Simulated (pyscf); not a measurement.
Thermochemistry of product channels of F–N(F)–F + H atom (H•) on the doublet surface, in kcal/mol, from CCSD(T)/def2-TZVPP + ΔMP2(QZVPP) energies (ideal gas, 1 atm, RRHO with modes under 100 cm⁻¹ raised to 100, one conformer, R ln 2 for rigid chiral ones). Structures and frequencies: ωB97X-D3(BJ)/def2-SVP in PySCF. MP2 and CC: frozen core, UHF for open shells. ΔMP2 is the change of the MP2 total energy from the triple- to the quadruple-zeta basis.

```json
[
 {"products": "F atom (F•) + F–NH–F", "ΔE": "-22.3", "ΔH(298 K)": "-16.8", "ΔG(298 K)": "-18.9", "ΔG(1200 K)": "-23.2"},
 {"products": "fluorine (F–F) + •HN–F", "ΔE": "+8.9", "ΔH(298 K)": "+12.2", "ΔG(298 K)": "+8.1", "ΔG(1200 K)": "-2.2"},
 {"products": "hydrogen fluoride (HF) + :N–F [triplet] + F atom (F•)", "ΔE": "-15.5", "ΔH(298 K)": "-13.3", "ΔG(298 K)": "-25.0", "ΔG(1200 K)": "-59.8"}
]
```

The channel to F–F + •HN–F turns favourable between 298 and 1200 K (ΔG from +8.1 kcal/mol to -2.2 kcal/mol).

These are energies of the channels, which say nothing of barriers. The CCSD(T) − MP2 part came from Ansatz, without density fitting, on the same reference. Left out: orbital degeneracy and the spin-orbit lowering of F.
